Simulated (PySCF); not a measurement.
Rows and methods have been separated. Pair them.

Compound: C₃H₈O₂.
Bonds: C1–O2, O2–C3, C3–O4, O4–C5. Hydrogens: H6, H7, H8 on C1; H9, H10 on C3; H11, H12, H13 on C5.

The closed-shell ground state was solved 7 times with PySCF (density fitting, gas phase), always in the def2-SVPD basis (170 functions), with these functionals: B3LYP, CAM-B3LYP, HF, LC-wPBE, LDA, PBE0 and wB97X-D. One conformer (not necessarily the lowest) at the PBE0-D3(BJ)/def2-SVP geometry, without solvent, vibrations or thermal averaging.

| row | total energy (Eh) | HOMO (eV) | LUMO (eV) | dipole (D) |
| --- | --- | --- | --- | --- |
| P | -269.2533 | -9.43 | 1.34 | 0.25 |
| Q | -267.1838 | -6.48 | 0.01 | 0.28 |
| R | -269.2192 | -10.74 | 2.38 | 0.24 |
| S | -269.0656 | -7.96 | 0.74 | 0.24 |
| T | -267.7706 | -12.08 | 2.60 | 0.22 |
| U | -269.3757 | -7.72 | 0.44 | 0.25 |
| V | -269.2849 | -9.89 | 2.35 | 0.25 |

Which functional belongs to which row?

P = CAM-B3LYP, Q = LDA, R = LC-wPBE, S = PBE0, T = HF, U = B3LYP, V = wB97X-D. By rising HOMO–LUMO gap: LDA (LDA) 6.49 eV; B3LYP (global hybrid, 20 % exact exchange) 8.16 eV; PBE0 (global hybrid, 25 % exact exchange) 8.70 eV; CAM-B3LYP (range-separated hybrid) 10.77 eV; wB97X-D (range-separated hybrid) 12.24 eV; LC-wPBE (range-separated hybrid) 13.12 eV; HF (all exact exchange) 14.68 eV. Total energies of different functionals aren't bounds to one another; each is stationary for its own functional.

Shape of the structure used: `[CH3:1][O:2][CH2:3][O:4][CH3:5]`: C1–O2–C3–O4 -67°, O2–C3–O4–C5 -67°.

wB97X-D is run here without its empirical dispersion term; that term would change no orbital, density or response property at a fixed geometry.
